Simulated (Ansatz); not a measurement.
# SiNF (quintet): the correlation ladder, def2-QZVPP

The task here is to estimate one member of a computed series from the others.

Computed with Ansatz 0.2.0, Gaussian basis. Level: def2-QZVPP, core rule «outside noble gas», up to 7 orbitals frozen.

To be run: UHF; ROHF; CCSD(T) on UHF.

2 further runs of the same task are left out: 2 set aside as unsound or not needed.

## The geometry

The geometry is a PBE0/def2-TZVP stationary point (not a proven minimum) of the parent state, kept for this charge and spin.

3 atoms, charge 0, spin multiplicity 5.

Atoms are counted from 1 here; the program's logs count them from 0.

Bond lengths: F1–Si3 1.593 Å, N2–Si3 1.670 Å. Angles: F1–Si3–N2 114.3°.

The first run:

Input file in.yaml:

```yaml
crystal:
  periodic: [false, false, false]
  atoms:
    - {symbol: F, position_ang: [0.000000, 0.363379, 1.250957]}
    - {symbol: N, position_ang: [0.000000, 0.458595, -1.488424]}
    - {symbol: Si, position_ang: [0.000000, -0.474516, -0.103907]}
basis:
  gaussian: {orbitals: "def2-QZVPP.json"}
magnetization: {spin_polarized: true, initial_magnetization: 4}
hamiltonian: {xc: hf}
output: {orbitals: {seedname: orbitals}}
```

Command:

```bash
$ ansatz run in.yaml --threads 1 --pin off --events-out ev --progress --plain --max-ram 2393MiB
```

Among the steps run: UHF; ROHF; CCSD(T) on UHF.

One of the session's tables, all rows but one given; the rest of the session is left out.

It belongs to the step «Misses and costs». 

```
  method  from UCCSD(T) (kJ/mol)
    ROHF                 +1368.5
     UHF                 +1348.3
    UMP2                       ?
   UCCSD                   +46.2
UCCSD(T)                       0
```

Q: Estimate the row for UMP2 from the others.

The run gave: from UCCSD(T) (kJ/mol): +97.1. In the column «from UCCSD(T) (kJ/mol)» it lies between UCCSD (+46.2) and UHF (+1348.3).
